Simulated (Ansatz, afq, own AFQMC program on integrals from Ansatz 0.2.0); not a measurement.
Two steps: Ansatz 0.2.0 writes the Fock matrix and Cholesky factors of the valence space, and afq projects on them the lowest state that overlaps trial and start.

```yaml
crystal:
  periodic: [false, false, false]
  atoms:
    - {symbol: Si, position_ang: [0.490867, 1.609125, 0.735352]}
    - {symbol: N, position_ang: [0.416721, 0.308632, -0.437675]}
    - {symbol: Si, position_ang: [-0.338159, -1.239852, -0.284148]}
    - {symbol: Cl, position_ang: [0.883445, -2.651873, 0.628153]}
    - {symbol: H, position_ang: [0.468325, 2.924102, 0.011677]}
    - {symbol: H, position_ang: [-0.711430, 1.464356, 1.616525]}
    - {symbol: H, position_ang: [1.071272, 0.392679, -1.213604]}
    - {symbol: H, position_ang: [-1.545498, -1.087043, 0.566924]}
    - {symbol: H, position_ang: [-0.647044, -1.766228, -1.640305]}
basis:
  gaussian: {orbitals: def2-TZVP}
magnetization: {spin_polarized: true, initial_magnetization: 1}
correlation: {method: ccsd_t, electrons: outside_noble_gas, hamiltonian_folder: ham}
```

```sh
$ ansatz run in.yaml --threads 1 --pin off --events-out ev --progress --plain --max-ram 24576MiB --backend cuda --devices 0, --max-vram 18GiB
```

afq runs on the folder ham with

```
--method phaseless --trial cisd --walkers 300 --populations 10 --least-time 60 --time-step 0.005 --steps-per-block 50 --equilibration-blocks 28 --max-blocks 4000 --target-error 0.0003 --factor-cut 1e-05 --start spin_pure --seed 7712 --release-times 0.21,0.42,0.63,0.9 --release-step 0.03 --release-every 5 --taylor-order 6
```

Times are imaginary, in 1/Eh. The walk had a cap of 259 s. With eight or more populations the least sampling time is a fifth of least-time, and the error comes from their spread.

Log:

```
orbitals 156  electrons 13 12  factors 1089 of 1096
reference energy -1094.85355346 Eh
CCSD correlation -0.66100283 Eh in 12 cycles, weight of the determinant in the CISD state 0.7778
energy of the start -1095.514225 Eh
 block  time / (1/Eh)  mean weight  energy / Eh
     1     0.250  0.9990  -1095.490052
     2     0.500  0.9980  -1095.503968
     3     0.750  0.9999  -1095.511140
     4     1.000  0.9985  -1095.524145
     5     1.250  0.9992  -1095.525321
    10     2.500  0.9987  -1095.540864
    25     6.250  0.9988  -1095.542350
    40    10.000  1.0008  -1095.537225
    55    13.750  1.0006  -1095.538080
    70    17.500  1.0005  -1095.548173
    85    21.250  0.9975  -1095.549797
   100    25.000  1.0028  -1095.543415
   109    27.250  1.0009  -1095.554076
   115    28.750  0.9995  -1095.546864
   130    32.500  1.0011  -1095.546260
   133    33.250  0.9984  -1095.532650
   145    36.250  0.9976  -1095.540661
   157    39.250  1.0001  -1095.539890
error from the spread of 10 populations
released: time / (1/Eh)  energy / Eh  error  mean overlap
  0.21  -1095.542628  0.001155  0.9988
  0.42  -1095.543152  0.001233  0.9938
  0.63  -1095.543367  0.001332  0.9882
  0.90  -1095.543569  0.001851  1.0025
energy -1095.542514 +/- 0.001165 Eh
(rows thinned)
```

The time cap ended the run before it passed its tests.

Against this walk (error 31.7 meV) on the same determinant: CCSD(T) 53.6 meV higher (within the noise). The error is statistical and leaves out the bias of the constraint. None of these is a sure reference here. Released to 0.90 1/Eh the energy moves by -29 ± 60 meV (both errors), within twice the noise.

Cautions: constraint bias not in the error; error above the target (31.7 against 8.2 meV).

The walk took 4.3 min on 1 × NVIDIA H100 80GB HBM3 with 2 threads of AMD EPYC 7R13 Processor (Zen 3), on a shared host (the card was shared). The log's last line is the phaseless energy.
